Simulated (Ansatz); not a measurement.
`C=CC(F)(F)Cl` → `F[C]F` + `C=CCl`  (formal loss of a carbene)

Program: Ansatz. Geometries: PBE0-D4/def2-TZVP. ΔE: electronic, gas phase. CCSD(T)/CBS adds triple-zeta CCSD(T) − MP2 to the extrapolated MP2 energy (def2 sets, frozen cores). This one scheme is used for every species. DFT in def2-TZVPP. B3LYP here is the variant with VWN-RPA as its local correlation; programs differ in this. Each species was taken in one conformer, which may not be the lowest.

```
             level  ΔE (kJ/mol)  difference from CCSD(T)/CBS
         r2SCAN-D4        270.3                         15.8
            B97M-V        255.1                          0.6
           PBE0-D4        271.9                         17.4
            B2PLYP        247.0                         -7.5
          PBE-QIDH        273.9                         19.4
             B3LYP        237.8                        -16.7
             BHLYP        251.6                         -2.9
           LC-ωPBE        264.2                          9.7
RPA@PBE/def2-TZVPP        229.7                        -24.8
  CCSD(T)/def2-SVP        260.9                          6.4
   CCSD/def2-TZVPP        247.0                         -7.5
     HF/def2-QZVPP        216.1                        -38.4
    MP2/def2-QZVPP        271.8                         17.3
      HF/CBS(def2)        215.9                        -38.6
     MP2/CBS(def2)        274.8                         20.3
    CCSD/CBS(def2)        253.1                         -1.4
       CCSD(T)/CBS        254.5                            0
```

(1) What do rigid-rotor, harmonic-oscillator terms from PBE0-D4/def2-TZVP frequencies (298.15 K, 1 bar) make of the CCSD(T)/CBS value? (Best estimate.)

Largest T1 diagnostic among the species: 0.017.

Answers

(1) Ansatz gave: ΔZPE = -15.5 kJ/mol, ΔH = +242.9 kJ/mol, ΔS = 176 J/(mol·K), ΔG = +190.5 kJ/mol.

From PBE to PBE0 (25 % exact exchange), in def2-TZVPP and without D4, ΔE moves by +13.1 kJ/mol. The D4 term adds +12.9 kJ/mol with B3LYP and +6.9 kJ/mol with PBE0; it sums over pairs of atoms, weighted by their polarisabilities, and B3LYP, whose exchange is more repulsive, gets the larger term.
